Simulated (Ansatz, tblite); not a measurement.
Cost and result up the ladder for Al(PH3)H3 (AlPH6) (8 atoms). Charge 0, multiplicity 1. Geometry: PBE-D4/def2-TZVP.

```xyz
8

Al   -0.790    1.022   -0.660
P     0.579   -0.749    0.484
H     1.438   -0.385    1.555
H     1.517   -1.503   -0.271
H    -0.077   -1.837    1.122
H     0.448    1.932   -1.130
H    -1.630    1.470    0.634
H    -1.485    0.050   -1.734
```

Ansatz on 4 threads of Arm Neoverse V2 on a shared host; xTB runs through tblite on one thread. Times are rough, summed over both states, and most runs start from the orbitals of an earlier one. PBE0-D4/def2-TZVP serves as the yardstick here, not as an exact answer. The other state is a triplet.

The xTB rows come from tblite.

xTB has no spin-polarisation term.

| level | functions | wall time |
| --- | --- | --- |
| GFN2-xTB | 24 | 0.005 s |
| GFN1-xTB | 30 | 0.007 s |
| PBE0-D4/def2-TZVP (with forces) | 110 | 3.6 s |
| r2SCAN-D4/def2-TZVP | 110 | 5.5 s |

Estimate what each level gives for the vertical triplet (eV).


```
                          level  vertical triplet (eV)  difference from PBE0-D4/def2-TZVP (eV)
                       GFN2-xTB                   4.88                                   -1.38
                       GFN1-xTB                   6.67                                    0.41
PBE0-D4/def2-TZVP (with forces)                   6.27                                    0.00
            r2SCAN-D4/def2-TZVP                   6.12                                   -0.15
```
